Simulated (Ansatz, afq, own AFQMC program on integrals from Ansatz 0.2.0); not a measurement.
# Where AFQMC and coupled cluster stand for C2H5ClInO, doublet

```xyz
10

C     0.0441   -1.4006    0.5896
C     0.9772   -0.2302    0.3422
O     0.3505    1.0106    0.4142
In   -1.1179    1.7188   -0.8230
Cl   -1.9987    3.8105   -0.0784
H     0.5914   -2.3563    0.6009
H    -0.7229   -1.4633   -0.2023
H    -0.4726   -1.2848    1.5545
H     1.7656   -0.2250    1.1216
H     1.5123   -0.3719   -0.6191
```

Basis def2-SVP with its core potentials. Only valence electrons are correlated. Integrals, coupled cluster, full CI and functionals: Ansatz 0.2.0; the random walks run on the same integrals in our own AFQMC program. The CISD trial takes its coefficients from CCSD amplitudes. Released means that phaseless walkers are propagated on without the constraint, phases kept. Error bars are statistical, one sigma. No spin–orbit coupling.

Determinant: UHF, the one that the program's search chose, which needn't be the lowest solution. The geometry is a PBE0/def2-SVP stationary point of this or a neighbouring charge and spin state.

No full CI on the walks' own integrals is used here. The released AFQMC energy serves as the reference, which it does only where one determinant dominates, the energy is flat over the last release times and near the phaseless one (40 meV or 2 meV an electron, half that with transition metals). On small molecules, where full CI could be run and the noise was under 10 meV, such values lay within 10 meV of it in 19 cases of 20, a flattering rate, since the rule was set on those same cases; what remains of the bias isn't in the error bar.

Cautions: no spin-orbit coupling; inner d shell frozen; the released value is read at 0.90 1/Eh with a noise of 19 meV, more than in the cases checked (meV from the phaseless value at times in 1/Eh: 18 ± 17 at 0.21, 34 ± 17 at 0.42, 19 ± 16 at 0.63, 5 ± 19 at 0.90).

The T1 diagnostic is 0.0184, the weight of the determinant in the CISD state is 0.781 and the ⟨S²⟩ of the determinant is 0.767. The size of the correlated space is 29 electrons in 94 orbitals.

Reference: AFQMC with the constraint released, correlation energy -19.434 ± 0.019 eV.

| level | E − E(reference) (kcal/mol) | share of correlation (%) |
| --- | --- | --- |
| HF | 448.15 ± 0.43 | 0.00 |
| MP2 | 43.44 ± 0.43 | 90.31 |
| CCSD | 14.22 ± 0.43 | 96.83 |
| CCSD(T) | 2.13 ± 0.43 | 99.52 |
| ph-AFQMC/CISD | -0.11 ± 0.53 | 100.02 |

Released energies are given only where the last usable release times agree within the noise; a slower fall can still hide under it.
